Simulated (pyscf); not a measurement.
Structures and frequencies: ωB97X-D3(BJ)/def2-SVP in PySCF.

### Question
For H₂N–SiH₂–F + H atom (H•) → H₂N–SiH•–F + hydrogen (H₂), a hydrogen abstraction (doublet surface; H–Si broken, H–H formed), PBE/def2-TZVP gives ΔE‡ = 0.02 eV and ΔE = -0.47 eV (zero: the separated reactants). In which direction and how far do r²SCAN/def2-TZVP, M06-2X/def2-TZVP, ωB97M-D3(BJ)/def2-TZVP move these?

### Answer
r²SCAN: ΔE‡ = 0.01 eV, ΔE = -0.50 eV; M06-2X: ΔE‡ = 0.31 eV, ΔE = -0.42 eV; ωB97M-D3(BJ): ΔE‡ = 0.27 eV, ΔE = -0.29 eV. PBE's barrier lies among them. Its reaction energy lies among theirs. This is the saddle that the search found; another between the same sides may lie lower. The angle at the transferred H is 176°.
